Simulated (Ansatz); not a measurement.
A nudged elastic band was laid between two geometries of H6Si2 (8 atoms, charge 0, multiplicity 1).

Method: Ansatz, RKS r2SCANh/def2-SVP.

- movable images: 5
- climbing image: yes
- spring: 5.0 eV/Å²
- optimiser: quadratic models (default)
- start path: through a guess of the saddle point
- force threshold: 0.05 eV/Å
- iteration limit: 60
- end points: relaxed

Image 0:

```xyz
8
Properties=species:S:1:pos:R:3
Si 0.353 0.016 -0.036
Si 1.020 -0.017 2.212
H -0.149 -0.260 3.107
H 2.023 -1.101 2.428
H 1.640 1.290 2.576
H 1.547 0.212 -0.909
H -0.607 1.132 -0.279
H -0.305 -1.272 -0.405
```

Image 6:

```xyz
8
Properties=species:S:1:pos:R:3
Si 0.357 0.014 -0.037
Si 1.023 -0.014 2.210
H 0.657 -1.316 2.841
H 2.501 0.170 2.313
H 0.351 1.087 2.961
H 1.064 -1.059 -0.797
H 0.683 1.333 -0.655
H -1.114 -0.214 -0.142
```

(1) What changes between the two ends?

(2) What energy profile does the band end with?

(3) What is the geometry of the highest image?

(4) What are the harmonic wavenumbers there?

Results:

(1) No bond is made or broken.  The two ends are copies of one structure, up to a mirror image or an exchange of like atoms.

(2) The run converged. The highest image is number 3 of 0 to 6, 0.043 eV above the ends, which have the same energy within 2 meV. A vibrational analysis at the climbing image gives one clearly imaginary mode, 127i cm⁻¹: a first-order saddle point.

| image | path coordinate (Å) | energy (eV) |
| --- | --- | --- |
| 0 | 0.00 | 0.000 |
| 1 | 0.56 | 0.012 |
| 2 | 1.13 | 0.032 |
| 3 | 1.69 | 0.043 |
| 4 | 2.29 | 0.034 |
| 5 | 2.88 | 0.013 |
| 6 | 3.47 | 0.000 |

(3) 
```xyz
8
Properties=species:S:1:pos:R:3
Si 0.344 -0.009 -0.041
Si 1.037 0.012 2.213
H 0.134 -0.846 3.036
H 2.430 -0.514 2.334
H 1.002 1.398 2.762
H 1.444 -0.508 -0.917
H -0.029 1.368 -0.483
H -0.841 -0.901 -0.210
```

(4) 127i, 413, 415, 432, 615, 615, 837, 911, 941, 942, 945, 946, 2224, 2231, 2233, 2235, 2242, 2244 cm⁻¹.

Run time: 2.1 min on 1 thread of Arm Neoverse V1, with other jobs on the host, peak memory 0.13 GiB.
